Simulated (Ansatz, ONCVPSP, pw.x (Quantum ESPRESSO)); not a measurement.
H (Z = 1): does the ONCV potential hold in the solid?

H, optimised norm-conserving Vanderbilt (ONCV), made with ONCVPSP 4.0.1.1 (patched build) (PBEsol, scalar-relativistic). Core none, reference 1s1. Waves: 1s: rc 0.82 bohr, ncon 3, nbas 6, qcut 7.7 1/bohr, 1 projector; p scattering state at 0.03 Ha: rc 0.80 bohr, ncon 4, nbas 9, qcut 10.7 1/bohr, 1 projector. Local part: polynomial inside 0.65 bohr (lpopt 5, dvloc0 0 Ha). Core correction: none.

Atomic tests: cutoffs needed: 20 Ha and 32 Ha (the cutoffs (Ha) at which the residual kinetic energy of the hardest occupied pseudo-wave falls to 1 and 0.1 mHa per electron); ghost test: no bound ghost flagged; no localised positive-energy state flagged.

Crystal test: sc H in pw.x 7.5, no spin, 18³ k-points, Fermi–Dirac smearing 0.01 Ry, cutoffs 75/300 Ry. The reference is all-electron LAPW (Ansatz 0.2.0) with the same functional, mesh and smearing; V0 and B0 come from Birch–Murnaghan fits to the pressures at five volumes. Errors are pseudo minus all-electron; Δ is the rms difference of the E(V) curves that follow from these fits, minima aligned, over ±6 % about the mean V0. Mesh and smearing are coarse, so the numbers serve the comparison and aren't converged zero-temperature values; the lattice is a test structure that the element need not adopt.

All-electron: a0 = 1.447 Å (V0 = 3.03 Å³/atom), B0 = 107.4 GPa.

Q: How far does the potential miss the all-electron equation of state?

A: mean pressure error (GPa): -0.51; a0 (Å): 1.445; a0 error (%): -0.15; B0 error (%): +0.6; Δ (meV/atom): 0.3.

```
V (Å³/atom)  P all-electron (GPa)  P pseudo (GPa)
      2.843                  7.51            6.94
      2.918                  4.24            3.71
      2.993                  1.30            0.79
      3.068                 -1.34           -1.83
      3.143                 -3.73           -4.20
```

Q: At the middle volume, how do free energy and pressure move when the wave cutoff is lowered (ecutrho kept at four times it)?

A:

| cutoff (Ry) | shift of F (meV/atom) | shift of P (GPa) |
| --- | --- | --- |
| 34 | +51.1 | -5.46 |
| 45 | +15.1 | -2.60 |
| 60 | +2.0 | -0.61 |

The run at the middle volume (220 k-points, 5 iterations) took about 2.6 s on one core of a shared host (Neoverse-N1, 64 threads, 124 GiB, load 42).
